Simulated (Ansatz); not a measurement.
Start from `N=CF` and change one atom or group to get `N=CS`.

Ansatz, PBE0-D4/def2-TZVP geometries, multiplicity 1. Each molecule was computed in one conformer, which needn't be the lowest.

| property | `N=CF` |
| --- | --- |
| HOMO energy (PBE/def2-TZVPP) / eV | -7.18 |
| HOMO energy (B3LYP/def2-TZVPP) / eV | -8.57 |
| HOMO energy (PBE0/def2-TZVPP) / eV | -8.81 |
| size of the dipole moment (ωB97M-V/def2-TZVPP) / D | 2.81 |
| HOMO–LUMO gap (ωB97M-V/def2-TZVPP) / eV | 13.42 |
| size of the dipole moment (B3LYP/def2-TZVPP) / D | 2.78 |

(1) What does the change do to each property? (Estimate.)

## Answers

(1) Ansatz gave: 
```csv
property,`N=CS`,shift
HOMO energy (PBE/def2-TZVPP) / eV,-6.22,0.96
HOMO energy (B3LYP/def2-TZVPP) / eV,-7.14,1.43
HOMO energy (PBE0/def2-TZVPP) / eV,-7.37,1.44
size of the dipole moment (ωB97M-V/def2-TZVPP) / D,1.39,-1.42
HOMO–LUMO gap (ωB97M-V/def2-TZVPP) / eV,11.35,-2.07
size of the dipole moment (B3LYP/def2-TZVPP) / D,1.33,-1.45
```

With PBE0 the HOMO rises by 1.44 eV and the LUMO falls by 0.24 eV, so the gap narrows by about 1.68 eV. PBE moves the HOMO by 0.96 eV and ωB97M-V by 1.75 eV. Dipoles are sizes alone; their direction can turn.

B3LYP here is the variant with VWN-RPA as its local correlation; programs differ in this.
